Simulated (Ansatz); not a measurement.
The input, for Ansatz 0.2.0:

```yaml
crystal:
  periodic: [false, false, false]
  atoms:
    - {symbol: Al, position_ang: [0.000000, 0.000000, 0.000000]}
    - {symbol: H, position_ang: [0.000000, 0.000000, 1.757000]}
basis:
  gaussian: {orbitals: cc-pVQZ}
total_charge: 1
magnetization: {spin_polarized: false, initial_magnetization: 1}
correlation: {method: fci, electrons: outside_noble_gas}
```

```sh
$ ansatz run in.yaml --threads 1 --pin off --events-out ev --progress --plain --max-ram 2393MiB
```

Task: Roughly how long does this take on 1 thread of Arm Neoverse V2, shared host, and how much host memory?

Result: 4.3 s wall and 0.29 GiB.

```
972 factors; integrals over basis functions are off by at most 2.4e-7 eV
mean field evaluation 1: about -6589.8795 eV, gradient 5.3e0 eV
mean field evaluation 2: about -6589.8796 eV, gradient 5.3e0 eV
mean field evaluation 4: about -6590.1768 eV, gradient 8.1e-1 eV
mean field evaluation 8: about -6590.2348 eV, gradient 7.6e-2 eV
mean field -6590.23506406 eV, -242.1866715824 hartree, gradient 6.4e-6 eV, S^2 0.750000; 0 other end points of the search recorded, 0 dependent functions left out
mean field evaluation 16: about -6589.8411 eV, gradient 6.0e0 eV
5 core orbitals not correlated: weight in the atoms' cores, before any rotation towards them, 1.000 or more for the frozen orbitals, at most 0.000 for the correlated occupied ones
reference -6590.23506406 eV, -242.1866715824 hartree; 2, 1 occupied and 82, 83 virtual orbitals, 972 factors
state -6591.77140040 eV, -242.2431309015 hartree
Total energy: -6591.77140040 eV, -242.2431309015 hartree
```

Natural occupations: 1.9176 0.9865 0.0361 0.0201 0.0201 0.0050 0.0050 0.0047 0.0017 0.0009 0.0004 0.0004 0.0003 0.0003 0.0002 0.0001 0.0001 0.0001 0.0001 0.0001 0.0001 0.0000 0.0000 0.0000.
